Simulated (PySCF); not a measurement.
# Dipole moment and polarisability across levels of theory

Species: N2H4.
Numbering: `[NH2:1][NH2:2]` (hydrogens: H3, H4 on N1; H5, H6 on N2)

PySCF, dipoles from the SCF density, polarisabilities from static response with core orbitals frozen. Geometry: PBE0-D3(BJ)/def2-SVP, one conformer, isolated molecule.

Reference polarisability: 3.460 Å³ (measured, gas; NIST CCCBDB Release 22 (SRD 101), experimental polarizabilities). Reference polarisability: 3.333 Å³ (computed, CCSD(T)/CBS, static electronic, isotropic average, equilibrium geometry, gas; Hait, Head-Gordon, Phys. Chem. Chem. Phys. 20 (2018) 19800). Errors are taken against the first value of each kind. The anisotropy is √(½[(α1 − α2)² + (α2 − α3)² + (α3 − α1)²]).

```
              level  μ (D)  α (Å³)  error (%)  anisotropy (Å³)
      LDA/def2-SVPD  1.914    3.40       -1.6             0.73
      PBE/def2-SVPD  1.847    3.38       -2.4             0.73
    B3LYP/def2-SVPD  1.898    3.26       -5.7             0.71
     PBE0/def2-SVPD  1.901    3.21       -7.3             0.69
BHandHLYP/def2-SVPD  1.948    3.10      -10.3             0.68
CAM-B3LYP/def2-SVPD  1.949    3.20       -7.6             0.66
  wB97X-D/def2-SVPD  1.942    3.20       -7.5             0.65
  LC-wPBE/def2-SVPD  1.980    3.11      -10.3             0.60
       HF/def2-SVPD  2.001    2.96      -14.5             0.66
        PBE0/6-31G*  2.137    2.20      -36.5             0.90
      PBE0/def2-SVP  2.026    2.23      -35.6             0.83
     PBE0/def2-TZVP  2.005    2.73      -21.0             0.74
```

For the polarisability, the smallest error is 1.6% (LDA/def2-SVPD) and the largest 36.5% (PBE0/6-31G*). The dipole runs from 1.85 D (PBE/def2-SVPD) to 2.14 D (PBE0/6-31G*). In one basis (def2-SVPD) the functionals order the polarisability from HF (lowest) to LDA (highest), a spread of 15%. With PBE0 the polarisability is 2.39 Å³ without diffuse functions (mean of 6-31G*, def2-SVP and def2-TZVP) and 3.21 Å³ with them (def2-SVPD). Measured values can belong to vibrating molecules and may average over conformers; the computed ones are for one fixed geometry.
